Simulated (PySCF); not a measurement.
```xyz
4

Si    0.0000    0.0000    0.0793
H     0.0000    1.4133   -0.3701
H     1.2239   -0.7066   -0.3701
H    -1.2239   -0.7066   -0.3701
```

Basis set: cc-pVTZ on H; cc-pV(T+d)Z on Si (spherical functions). Left uncorrelated: 5 orbitals. Charge 1, multiplicity 1.

Starred EOM-CCSD(T)(a) on the restricted Hartree–Fock determinant with PySCF 2.14.0; the energies are vertical.

**Question.** The solver was asked for the few lowest roots only. Give the electron affinities of singlet SiH₃(+) among them whose weight of singles is over 0.7 (positive where the electron binds).

**Answer.**

```csv
root,energy (eV),weight of singles
1,8.79,0.97
2,3.12,0.97
3,3.12,0.97
```

Higher main lines weren't sought.
